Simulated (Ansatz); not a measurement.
GaGeTe (R-3m, No. 166; cell taken from a computed entry), treated with r²SCAN+SOC in Ansatz (PAW).

Settings: plane-wave cutoff 560 eV, 10×10×10 k mesh, Fermi–Dirac smearing 0.01 eV, PAW data made under PBE.

Cell (relaxed with PBEsol):

```cif
data_Ga2Ge2Te2
_chemical_formula_sum 'Ga2 Ge2 Te2'
_space_group_name_H-M_alt 'P 1'
_space_group_IT_number 1
_cell_length_a 11.87488
_cell_length_b 11.87488
_cell_length_c 11.87488
_cell_angle_alpha 19.637
_cell_angle_beta 19.637
_cell_angle_gamma 19.637
loop_
_space_group_symop_operation_xyz
  'x, y, z'
loop_
_atom_site_label
_atom_site_type_symbol
_atom_site_fract_x
_atom_site_fract_y
_atom_site_fract_z
_atom_site_occupancy
Ga1 Ga 0.25225 0.25225 0.25225 1
Ga2 Ga 0.74775 0.74775 0.74775 1
Ge1 Ge 0.32189 0.32189 0.32189 1
Ge2 Ge 0.67811 0.67811 0.67811 1
Te1 Te 0.11737 0.11737 0.11737 1
Te2 Te 0.88263 0.88263 0.88263 1
```

Q: Estimate the band gap, smallest direct gap on the k points sampled and Γ–Γ gap that the calculation returns.

A: 
band gap: 0.43 eV
smallest direct gap on the k points sampled: 0.45 eV
Γ–Γ gap: 1.35 eV

Note: cell and atoms aren't relaxed at this level (largest force component 0.09 eV/Å, pressure 0.7 GPa); this cell isn't known to be the ambient phase, and symmetry holds it in the calculation; the cell has widely spaced layers and the level no dispersion term, so their spacing and the moduli can rest on weak binding.

Static lattice: no zero-point or thermal effects.

Cost on a shared machine: very roughly 40 core-minutes.

Ansatz is a first-principles code.
